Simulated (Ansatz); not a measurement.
Relaxation of BFH3N (6 atoms, charge 0, multiplicity 1), to a largest force component of 0.03 eV/Å in at most 50 steps.

The calculation used RKS PBE-D4/6-31G* in Ansatz 0.2.0.

```xyz
6
Properties=species:S:1:pos:R:3
B -0.202 0.074 -0.680
N 1.409 -0.149 1.547
H 0.610 -0.781 1.668
H 1.040 0.809 1.545
H 1.781 -0.325 0.591
F -1.287 0.373 -0.048
```

Q: Where does it end, and by what steps?

A: It converged. After 7 steps the energy has fallen by 0.034 eV; F6 moved furthest, 0.21 Å.

```json
{"step": "0", "energy less start (eV)": "0.0000", "largest force component (eV/Å)": "0.525", "accepted": "yes"}
{"step": "1", "energy less start (eV)": "-0.0156", "largest force component (eV/Å)": "0.517", "accepted": "yes"}
{"step": "2", "energy less start (eV)": "-0.0089", "largest force component (eV/Å)": "1.123", "accepted": "no"}
{"step": "3", "energy less start (eV)": "-0.0235", "largest force component (eV/Å)": "0.417", "accepted": "yes"}
{"step": "4", "energy less start (eV)": "-0.0299", "largest force component (eV/Å)": "0.329", "accepted": "yes"}
{"step": "5", "energy less start (eV)": "-0.0334", "largest force component (eV/Å)": "0.048", "accepted": "yes"}
{"step": "6", "energy less start (eV)": "-0.0335", "largest force component (eV/Å)": "0.036", "accepted": "yes"}
{"step": "7", "energy less start (eV)": "-0.0336", "largest force component (eV/Å)": "0.011", "accepted": "yes"}
```

```xyz
6
Properties=species:S:1:pos:R:3
B -0.300 0.082 -0.817
N 1.505 -0.168 1.583
H 0.732 -0.799 1.823
H 1.139 0.786 1.684
H 1.676 -0.299 0.577
F -1.401 0.396 -0.227
```

The run took 16 s on 1 thread of Arm Neoverse N1, with other jobs on the host, peak memory 0.12 GiB.
